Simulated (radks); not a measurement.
# Si²⁺ in [Ne] 3s2: an all-electron calculation

The task here is to estimate one member of a computed series from the others.

The numbers are computed with radks (a radial shooting solver on a logarithmic mesh, Libxc functionals) version 1 (non-relativistic Kohn-Sham, TPSS, spin-polarised, spherical densities, point nucleus), except any that are marked as measured or tabulated.

## What is computed

```
element       : silicon (Z = 14)
charge        : +2
electrons     : 12
configuration : [Ne] 3s2
```

The outer shells:

Si²⁺
```
[Ne] core
3s [↑↓]
```

The first run:

Settings of this run:

```text
Z 14
configuration [Ne] 3s2
relativity non-relativistic
functional tpss,tpss
spin polarised
nucleus point
```

Started as:

```console
$ python run_ks.py task.json out
```

This one command runs every case of the session in turn.

One of the session's tables, all rows but one given; the rest of the session is left out.

Sizes of the orbitals, from the radial functions (bohr):

| level | <r> | outermost maximum (interpolated) | 90 % within | nodes |
| --- | --- | --- | --- | --- |
| 1s | ? | ? | ? | ? |
| 2s | 0.5675 | 0.454 | 0.893 | 1 |
| 2p | 0.5363 | 0.387 | 0.900 | 0 |
| 3s | 1.961 | 1.71 | 2.91 | 2 |

**Question.** Estimate the row for 1s.

**Answer.** <r>: 0.1115; outermost maximum (interpolated): 0.0730; 90 % within: 0.199; nodes: 0. In the column «<r>» it is the lowest.
